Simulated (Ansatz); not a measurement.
# C2H: the cost of one run

Method: the levels named in each step, in Ansatz 0.2.0.

## Step 1: The structure to begin with

Bond lengths: C1–C2 1.192 Å, C2–H3 1.059 Å. Angles: C1–C2–H3 180.0°.

As a file:

```xyz
3

C     0.0000    0.0000   -1.1477
C     0.0000    0.0000    0.0443
H     0.0000    0.0000    1.1034
```

## Step 2: A rough first relaxation, PBE-D4/def2-SVP

This run stands in another session on the same molecule. It ended at:

```xyz
3

C     0.0000    0.0000   -1.1770
C     0.0000    0.0000    0.0469
H     0.0000    0.0000    1.1301
```

## Step 3: Relaxation, PBE0-D4/def2-TZVPP

This run stands in another session on the same molecule. It ended at:

```xyz
3

C     0.0000    0.0000   -1.1553
C     0.0000    0.0000    0.0449
H     0.0000    0.0000    1.1104
```

## Step 4: Relaxation, CCSD(T)/cc-pV(T+d)Z

Contents of input.yaml:

```yaml
crystal:
  periodic: [false, false, false]
  atoms:
    - { symbol: C, position_ang: [0.0, 0.0, -1.15529565] }
    - { symbol: C, position_ang: [0.0, 0.0, 0.04488312] }
    - { symbol: H, position_ang: [0.0, 0.0, 1.11041253] }
magnetization:
  spin_polarized: true
  initial_magnetization: 1
basis:
  gaussian: { orbitals: "cc-pV(T+d)Z.json" }
correlation:
  method: ccsd_t
scf:
  omitted_lower_state_checks: [cluster_reference]
relax:
  f_tol: 0.002
  max_steps: 40
```

Launch:

```sh
> ansatz run input.yaml --threads 2 --pin off --max-ram 5120MiB --backend cpu --events-out ev --progress --plain --runs-dir out
```

**Question.** How long does this run take on 2 threads of Intel Xeon at 2.50GHz (Skylake/Cascade Lake), shared host, and how much memory does it need?

About 1.7 min, with a peak of 0.46 GiB.
